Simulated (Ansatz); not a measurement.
Basis-set extrapolation for CH₃FN₂ (`N=C(N)F`) (PBE0-D4/def2-TZVP geometry, frozen core, the Gaussian-basis code of Ansatz). Multiplicity 1, RHF reference.

```json
{"": "HF", "def2-TZVPP": "-248.061129", "def2-QZVPP": "-248.072278"}
{"": "MP2 correlation", "def2-TZVPP": "-0.815800", "def2-QZVPP": "-0.879993"}
{"": "CCSD(T) correlation", "def2-TZVPP": "-0.860921", "def2-QZVPP": "not run"}
```

Energies in hartree. Use E(X) = E(∞) + A·exp(−7.88·√X) for Hartree–Fock and E(X) = E(∞) + B·X^(−2.97) for correlation, with X = 3 and 4, and add CCSD(T) minus MP2 of the smaller set to the MP2 limit.

What is the CCSD(T) energy at the basis-set limit?

HF limit: -248.072278 + (-0.011149) × 0.13774 = -248.07381. MP2 limit: -0.879993 + (-0.064193) × 0.74074 = -0.92754. Higher-order term: -0.860921 − (-0.815800) = -0.04512. Total: -249.04647 hartree, 326.7 kJ/mol below CCSD(T)/def2-TZVPP.
